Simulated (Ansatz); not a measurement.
Relaxation of C2H7B (10 atoms, charge 0, multiplicity 1), to a largest force component of 0.02 eV/Å in at most 40 steps.

The calculation used RKS B3LYP-D4/6-31G* (Ansatz 0.2.0).

```xyz
10
Properties=species:S:1:pos:R:3
B 0.000 0.000 0.000
H 0.000 0.000 1.190
C 1.386 0.000 -0.800
H 1.715 -1.046 -0.970
H 1.249 0.508 -1.777
H 2.155 0.538 -0.208
C -1.386 0.000 -0.800
H -1.946 -0.930 -0.571
H -1.990 0.880 -0.495
H -1.184 0.051 -1.890
```

Problem. Where does it end, and by what steps?

Solution. It converged. After 11 steps the energy has fallen by 0.106 eV; H2 moved furthest, 0.28 Å.

```csv
step,energy less start (eV),largest force component (eV/Å),accepted
0,0.0000,0.962,yes
1,-0.0873,0.390,yes
2,-0.1006,0.123,yes
3,-0.1020,0.133,yes
4,-0.1039,0.166,yes
5,-0.1046,0.082,yes
6,-0.1051,0.057,yes
7,-0.1055,0.060,yes
8,-0.1058,0.053,yes
9,-0.1059,0.045,yes
10,-0.1057,0.086,no
11,-0.1061,0.019,yes
```

```xyz
10
Properties=species:S:1:pos:R:3
B 0.000 -0.085 -0.071
H -0.003 -0.272 1.119
C 1.384 0.068 -0.791
H 1.826 -0.943 -0.849
H 1.335 0.455 -1.815
H 2.105 0.660 -0.213
C -1.383 -0.014 -0.808
H -2.096 -0.769 -0.449
H -1.838 0.957 -0.542
H -1.330 -0.056 -1.902
```

Whether the end is a true minimum wasn't checked by a vibrational analysis.

The run took 23 s on 1 thread of Arm Neoverse V1, on a shared host, peak memory 0.11 GiB.
